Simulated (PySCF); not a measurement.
**How methods differ on the ionisation energy of Ne**

Ne [Ne] (1S) → Ne⁺ [He] 2s2 2p5 (2P), as a difference of total energies. Computed with PySCF 2.14 in aug-cc-pVDZ, with the non-relativistic Hamiltonian (point nucleus). Correlated levels: valence: 1s2 frozen. The calculations carry no spin-orbit coupling.

```csv
method,ionisation energy (eV)
UHF,19.850
LDA,22.269
PBE,21.749
PBE0,21.570
r2SCAN,21.629
revPBE,21.623
BP86,21.864
B2PLYP,21.607
MP2 (valence),21.611
```

Task: Estimate what SCS-MP2 (valence) gives.

Result: 21.466 eV, closest to PBE0 among the rows shown.

Task: Estimate what TPSS gives.

Result: 21.566 eV, closest to PBE0 among the rows shown.

A first-order spin-orbit estimate (lowest level to lowest level, LS coupling) adds -0.031 eV.

Errors of the correlated levels include the incompleteness of this basis and the frozen core.

For comparison: 21.565 eV (measured; NIST Atomic Spectra Database, ionization energies).
